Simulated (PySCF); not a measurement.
# `CCOC=O`, C3H6O2

Geometry (Å), atoms numbered from 1 in this order:
```xyz
11

C    -1.236    0.028   -0.580
C    -0.410    0.153    0.675
O     0.876    0.736    0.400
C     1.825   -0.097   -0.015
O     1.712   -1.278   -0.174
H    -1.355    0.999   -1.066
H    -2.229   -0.353   -0.330
H    -0.772   -0.666   -1.282
H    -0.869    0.836    1.391
H    -0.260   -0.818    1.149
H     2.750    0.471   -0.193
```

Level of theory: quadratic response CAM-B3LYP/def2-TZVPD first hyperpolarisability, Taylor convention, gas phase (PySCF 2.14.0). Geometry: PBE0-D3(BJ)/def2-TZVP.

Question: Give the tensor of the second harmonic β(−2ω;ω,ω) at 1064 nm in the axes of these coordinates.

Answer: In au, Taylor convention; rows are the first index (the induced dipole):
```csv
,xx,yy,zz,xy,xz,yz
x,-0.3,-20.3,+11.3,+4.6,+7.6,-6.4
y,+5.0,-33.9,-3.9,-20.8,-6.5,+5.0
z,+7.5,+4.8,-1.6,-6.4,+11.3,-3.8
```
Norm of βᵢ = ⅓ Σⱼ (βᵢⱼⱼ + βⱼᵢⱼ + βⱼⱼᵢ): 36.0 au, hyper-Rayleigh value 20.6 au.
